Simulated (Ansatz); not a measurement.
## Ansatz (development build ahead of 0.2.0) run

```yaml
crystal:
  periodic: [false, false, false]
  atoms:
    - { symbol: O, position_ang: [0.0, 0.0, 0.07447] }
    - { symbol: H, position_ang: [0.94292, 0.0, -0.19858] }
    - { symbol: H, position_ang: [-0.47146, 0.81659, -0.19858] }
    - { symbol: H, position_ang: [-0.47146, -0.81659, -0.19858] }
basis:
  gaussian: { orbitals: cc-pVTZ }
total_charge: 1
hamiltonian:
  xc: hf
correlation:
  method: mp2
  frozen_orbitals: { H: 0, O: 1 }
```

The input is written out in the form of the current development build from the run's settings.

The run gave:

- Converged: yes
- Reference energy: -76.33880 hartree
- Correlation energy: -0.25725 hartree
- Total energy: -76.59605 hartree
- Spin squared of the determinant: 0.000
